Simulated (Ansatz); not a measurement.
# H3NOSi: ionisation energy by level of theory

The task here is to estimate one member of a computed series from the others.

Computed with Ansatz 0.2.0, Gaussian basis. Level: unrestricted cation, the program's frozen cores in correlated methods.

Levels to be run: UKS PBE-D4/def2-TZVPP; UKS r2SCAN-D4/def2-TZVPP; UKS PBE0-D4/def2-TZVPP; UKS B3LYP-D4/def2-TZVPP; UKS wB97X-V/def2-TZVPP; UKS wB97M-V/def2-TZVPP; UKS B2PLYP/def2-TZVPP; UHF-CCSD(T)/def2-TZVPP; UHF-CCSD(T)/def2-QZVPP; extrapolation to the limit; then −ε(HOMO) from the neutral's earlier runs with LDA (SPW92), PBE-D4, revPBE-D4, BLYP-D4, r2SCAN-D4, B97M-V, PBE0-D4, B3LYP-D4, r2SCANh-D4, r2SCAN0-D4, HSE06-D4, BHLYP-D4, CAM-B3LYP-D4, LC-ωPBE, ωB97X-V, ωB97M-V.

## Structure used throughout

The geometry comes from an earlier relaxation with PBE0-D4 in a triple-zeta def2 set; it is a stationary point.

SMILES `N[Si]O`, 6 atoms, charge 0, spin multiplicity 1.

Atoms are counted from 1 here; the program's logs count them from 0.

Bond lengths: N1–Si2 1.716 Å, N1–H4 1.009 Å, N1–H5 1.010 Å, Si2–O3 1.656 Å, O3–H6 0.961 Å. Angles: Si2–N1–H4 120.1°, Si2–N1–H5 128.3°, H4–N1–H5 111.5°, N1–Si2–O3 102.6°, Si2–O3–H6 121.6°.

Set-up of the first run:

Contents of in.yaml:

```yaml
crystal:
  periodic: [false, false, false]
  atoms:
    - {symbol: N, position_ang: [-0.769979, 0.110339, -0.501302]}
    - {symbol: Si, position_ang: [0.653156, -0.840823, -0.626058]}
    - {symbol: O, position_ang: [1.503926, -0.399139, 0.723949]}
    - {symbol: H, position_ang: [-1.486934, 0.043785, -1.207508]}
    - {symbol: H, position_ang: [-1.019542, 0.772951, 0.219544]}
    - {symbol: H, position_ang: [1.161574, 0.249087, 1.345176]}
basis:
  gaussian: {orbitals: def2-TZVPP}
total_charge: 1
magnetization: {spin_polarized: true, initial_magnetization: 1}
hamiltonian: {xc: pbe, dispersion: d4}
```

Launch:

```
$ ansatz run in.yaml --threads 2 --pin off --events-out ev --progress --plain --max-ram 20480MiB --backend cpu
```

Among the steps run: Cation, UKS PBE-D4/def2-TZVPP; Cation, UKS r2SCAN-D4/def2-TZVPP; Cation, UKS PBE0-D4/def2-TZVPP; Cation, UKS B3LYP-D4/def2-TZVPP; Cation, UKS wB97X-V/def2-TZVPP; Cation, UKS wB97M-V/def2-TZVPP; Cation, UKS B2PLYP (frozen core)/def2-TZVPP; Cation, UHF-CCSD(T)/def2-TZVPP; Cation, UHF-CCSD(T)/def2-QZVPP.

One of the session's tables, all rows but one given; the rest of the session is left out.

It belongs to the step «Ionisation energies side by side». For comparison, −ε(HOMO) of the neutral from earlier runs:

```
  functional  −ε(HOMO) (eV)
 LDA (SPW92)              ?
      PBE-D4           5.66
   revPBE-D4           5.62
     BLYP-D4           5.56
   r2SCAN-D4           5.85
      B97M-V           5.94
     PBE0-D4           6.75
    B3LYP-D4           6.59
  r2SCANh-D4           6.26
  r2SCAN0-D4           6.87
    HSE06-D4           6.35
    BHLYP-D4           7.76
CAM-B3LYP-D4           8.08
     LC-ωPBE           9.36
     ωB97X-V           9.05
     ωB97M-V           8.90
```

Q: Estimate the row for LDA (SPW92) from the others.

As computed: −ε(HOMO) (eV): 5.74. In the column «−ε(HOMO) (eV)» it lies between PBE-D4 (5.66) and r2SCAN-D4 (5.85).

Caveats from the session: The cation may have settled in a state other than its lowest; no search over hole states beyond the program's own was made.
